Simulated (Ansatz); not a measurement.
Results of BLYP in Ansatz (plane waves, PAW) for zinc-blende CdS (metastable phase).

Total energies, extrapolated to zero smearing (they compare only within this program, potentials and cutoff; free atoms with spin allowed, lowest state found):

```
system                                       energy (eV/atom)
-------------------------------------------  ----------------
zinc-blende CdS (metastable phase), relaxed        -4589.0587
free Cd atom                                       -8269.9698
free S atom                                         -903.9001
```

Work out the cohesive energy per atom.

E_coh = [1 × (-8269.9698) + 1 × (-903.9001)]/2 − (-4589.0587) = 2.12 eV/atom. The reference value is 2.87 eV/atom (measured, zero-point energy (9/8 kB θD) added and atomic spin-orbit splittings removed, spin-orbit-averaged atoms; as tabulated in Albrecht et al. (1997), arXiv:cond-mat/9706128), a difference of -0.75 eV/atom.

The PAW data were made under PBE.

Note: the cell is over a tenth larger than the published one: the level's own overestimate first of all, though another phase or state, or a fault of the published cell, is possible.

Ansatz is a first-principles code.
